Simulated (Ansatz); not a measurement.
```yaml
crystal:
  periodic: [false, false, false]
  atoms:
    - {symbol: O, position_ang: [0.631221, 1.172467, 0.671918]}
    - {symbol: S, position_ang: [0.755487, -0.004169, 0.160099]}
    - {symbol: S, position_ang: [-0.931761, -0.961841, -0.732038]}
basis:
  gaussian: {orbitals: def2-mTZVP}
hamiltonian: {xc: {name: HF}}
correlation: {method: mp2, frozen_orbitals: {O: 9}}
output: {forces: true}
```

```sh
$ ansatz run in.yaml --threads 4 --pin off --events-out ev --progress --plain --max-ram 10444MiB
```

Output, abridged:

```
Functional definition: HF
Error: "frozen_orbitals" has no count for S
```

In this input frozen orbitals are typed for one element alone, and the program wants a count for each. The program refused the input.
